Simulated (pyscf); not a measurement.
H₂N–Ti(OH)(OH)–OH → O=Ti(OH)–OH + ammonia (NH₃), an elimination (singlet surface; H–O, N–Ti broken, H–N formed). Structures and frequencies: ωB97X-D3(BJ)/def2-SVP in PySCF. Energies in kcal/mol from the reactant's lowest minimum found.

Small-basis levels: PySCF, no dispersion term, spherical d functions. 

Question: Quick B3LYP/6-31G*+LANL2DZ single points give ΔE‡ = 25.6 kcal/mol and ΔE = +34.9 kcal/mol. What does ωB97M-D3(BJ)/def2-TZVP give, and how far is the quick result from it?

Answer: ωB97M-D3(BJ)/def2-TZVP gives ΔE‡ = 26.4 kcal/mol and ΔE = +34.6 kcal/mol. B3LYP/6-31G*+LANL2DZ lies 0.9 kcal/mol under it in the barrier and 0.3 kcal/mol over it in the reaction energy, so on this step it holds to within 3.0 kcal/mol. ωB97M-D3(BJ)/def2-TZVP has limits of its own. On the product side the descent ends in an adduct with a N–Ti contact, 39.7 kcal/mol under the separated species and 29.8 kcal/mol under the saddle at ωB97X-D3(BJ)/def2-TZVP. At ωB97M-D3(BJ) the saddle lies under the separated products, which points to a path from their complex (located at ωB97X-D3(BJ) alone), and parting the products costs more than the saddle. What is counted as broken (N–Ti) persists as a longer contact in the product adduct; parting that adduct is a step of its own. At the saddle there is also a short H–Ti contact that neither side keeps. One saddle was located; it need not be the lowest between these sides.
